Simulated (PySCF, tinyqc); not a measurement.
Inside a calculation. Method: MP2 on RHF in the sto-3g basis, for HF, spin multiplicity 1. The lowest restricted solution is unstable here: a spin-polarised one lies 0.0006 hartree lower (PySCF). One step of it, computed by the program tinyqc.

Question. Second-order Moller-Plesset energy. E2 = sum_ijab (ia|jb) [2 (ia|jb) - (ib|ja)] / (e_i + e_j - e_a - e_b) over occupied i, j and virtual a, b; the opposite-spin part is (ia|jb)^2 / denominator, the rest is same-spin, and SCS-MP2 scales them by 6/5 and 1/3.

orbital energies (hartree): MO1 -25.925474, MO2 -1.415522, MO3 -0.489255, MO4 -0.463145, MO5 -0.463145, MO6 0.371463

Two-electron integrals over orbitals (pq|rs), unique and non-zero (hartree):
```
(11|11) 5.364362    (21|11) -0.521077   (21|21) 0.079798    (22|11) 1.231553
(22|21) -0.022604   (22|22) 0.871378    (31|11) 0.103483    (31|21) -0.015287
(31|22) 0.006831    (31|31) 0.017613    (32|11) -0.121395   (32|21) 0.005243
(32|22) -0.044833   (32|31) 0.020562    (32|32) 0.136639    (33|11) 0.893551
(33|21) -0.008614   (33|22) 0.695928    (33|31) -0.002254   (33|32) -0.016011
(33|33) 0.681191    (41|41) 0.029539    (42|41) 0.040057    (42|42) 0.188958
(43|41) -0.007239   (43|42) -0.028818   (43|43) 0.035963    (44|11) 1.264025
(44|21) -0.015055   (44|22) 0.894138    (44|31) 0.003050    (44|32) -0.066991
(44|33) 0.682721    (44|44) 0.997514    (51|51) 0.029539    (52|51) 0.040057
(52|52) 0.188958    (53|51) -0.007239   (53|52) -0.028818   (53|53) 0.035963
(54|54) 0.053770    (55|11) 1.264025    (55|21) -0.015055   (55|22) 0.894138
(55|31) 0.003050    (55|32) -0.066991   (55|33) 0.682721    (55|44) 0.889973
(55|55) 0.997514    (61|11) 0.109418    (61|21) -0.017502   (61|22) 0.002636
(61|31) -0.012126   (61|32) -0.023361   (61|33) 0.006005    (61|44) 0.003177
(61|55) 0.003177    (61|61) 0.020167    (62|11) -0.159187   (62|21) 0.004167
(62|22) -0.087992   (62|31) -0.019945   (62|32) -0.075171   (62|33) -0.022660
(62|44) -0.086936   (62|55) -0.086936   (62|61) 0.018780    (62|62) 0.091597
(63|11) -0.417609   (63|21) 0.007012    (63|22) -0.232972   (63|31) 0.001483
(63|32) 0.081626    (63|33) -0.095016   (63|44) -0.243222   (63|55) -0.243222
(63|61) -0.004910   (63|62) 0.037880    (63|63) 0.228581    (64|41) -0.007160
(64|42) -0.029214   (64|43) -0.021902   (64|64) 0.029203    (65|51) -0.007160
(65|52) -0.029214   (65|53) -0.021902   (65|65) 0.029203    (66|11) 0.842000
(66|21) -0.008974   (66|22) 0.641704    (66|31) 0.010493    (66|32) 0.047266
(66|33) 0.650059    (66|44) 0.625509    (66|55) 0.625509    (66|61) -0.007409
(66|62) -0.054503   (66|63) -0.025367   (66|66) 0.677438
```

Hartree-Fock energy = -98.51480942 hartree

Give: Terms; Pair energies; MP2 correlation energy; SCS-MP2 correlation energy; MP2 total energy.

Answer.

Terms:
```
i  j  a  b    (ia|jb)    (ib|ja)  denominator       term
3  3  6  6      0.229      0.229       -1.721     -0.030
2  2  6  6      0.092      0.092       -3.574  -2.35e-03
2  3  6  6      0.038      0.038       -2.648  -5.42e-04
3  2  6  6      0.038      0.038       -2.648  -5.42e-04
4  4  6  6      0.029      0.029       -1.669  -5.11e-04
5  5  6  6      0.029      0.029       -1.669  -5.11e-04
1  2  6  6      0.019      0.019      -28.084  -1.26e-05
2  1  6  6      0.019      0.019      -28.084  -1.26e-05
1  1  6  6      0.020      0.020      -52.594  -7.73e-06
1  3  6  6  -4.91e-03  -4.91e-03      -27.158  -8.88e-07
3  1  6  6  -4.91e-03  -4.91e-03      -27.158  -8.88e-07
```

Pair energies (hartree; pair i-j sums ij and ji):
```
pair  opposite spin  same spin
1-1       -7.73e-06      0.000
2-1       -2.51e-05      0.000
2-2       -2.35e-03      0.000
3-1       -1.78e-06      0.000
3-2       -1.08e-03      0.000
3-3          -0.030      0.000
4-4       -5.11e-04      0.000
5-5       -5.11e-04      0.000
```

MP2 correlation energy = -0.03484 hartree

SCS-MP2 correlation energy = -0.04181 hartree

MP2 total energy = -98.54965 hartree
